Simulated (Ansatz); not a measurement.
Debugging the interaction energy of a dimer with the counterpoise correction of CCl₂, SMILES Cl[C]Cl (Ansatz 0.2.0, Python API).

`dimer_ccl2.py`
```python
"""Binding of a CCl2 dimer at a trial geometry."""

import ansatz

FIRST = [
    ("Cl", (1.2806, -0.4498, 0.6555)),
    ("C", (-0.1692, -0.4276, -0.1387)),
    ("Cl", (-1.1114, 0.8774, -0.5168)),
]
SECOND = [
    ("Cl", (-1.1629, -3.928, 2.3)),
    ("C", (-0.6609, -3.2887, 0.8603)),
    ("Cl", (-0.0123, -4.0762, -0.4408)),
]

def energy(atoms, ghosts=()):
    molecule = ansatz.Crystal.molecule()
    for symbol, xyz in atoms:
        molecule = molecule.atom(symbol, xyz)
    calc = (
        molecule
        .basis(gaussian="cc-pVDZ")  # atom-centred Gaussian functions
        .functional("B3LYP")  # exchange and correlation
    )
    deck = calc.input()
    if ghosts:
        deck = deck.set(ansatz.key.basis.gaussian.ghost_atoms, [{"symbol": s, "position_ang": list(xyz)} for s, xyz in ghosts])
    return ansatz.Session.from_dict(deck).plan().execute().report["free_energy_ev"]

# monomers in their own basis and in the basis of the dimer
both = energy(FIRST + SECOND)
alone = energy(FIRST) + energy(SECOND)
ghosted = energy(FIRST, SECOND) + energy(SECOND, FIRST)
print(f"dimer {both:.6f} eV")
print(f"interaction, uncorrected   {96.485332 * (both - alone):8.3f} kJ/mol")
print(f"interaction, counterpoise  {96.485332 * (both - ghosted):8.3f} kJ/mol")
print(f"basis-set superposition    {96.485332 * (alone - ghosted):8.3f} kJ/mol")
```

```console
$ python dimer_ccl2.py
Traceback (most recent call last):
  File "dimer_ccl2.py", line 31, in <module>
    both = energy(FIRST + SECOND)
  File "dimer_ccl2.py", line 22, in energy
    .basis(gaussian="cc-pVDZ")  # atom-centred Gaussian functions
     ^^^^^
AttributeError: 'Crystal' object has no attribute 'basis'
$ echo $?
1
```

Find the fault and give the corrected script.

The fault: settings are called on the crystal, without .calculation(). The correction:

```diff
--- before
+++ after
@@ -20,3 +20,3 @@
     calc = (
-        molecule
+        molecule.calculation()
         .basis(gaussian="cc-pVDZ")  # atom-centred Gaussian functions
```

The mended script runs so:

```console
$ python dimer_ccl2.py
dimer -52159.286436 eV
interaction, uncorrected     13.683 kJ/mol
interaction, counterpoise    17.459 kJ/mol
basis-set superposition       3.776 kJ/mol
```

Reading the output:
- Total energies depend on the basis set; only differences at equal settings carry meaning.
- The dimer is a generated trial pose of unrelaxed monomers, not a minimum, so the figure is no binding energy, and the basis set is small.
- b3lyp holds the VWN-RPA fit, as in Gaussian; the form of ORCA and Turbomole is b3lyp5.
- This level lacks the dispersion part of the attraction (electrostatics and induction are there), which can decide the sign where the interaction is weak.
- Wall time of the script: 12 s on 1 thread of Arm Neoverse V1, on a shared host, peak memory 0.29 GiB.

(Lines on the test bed's own set-up are left out of the output.)
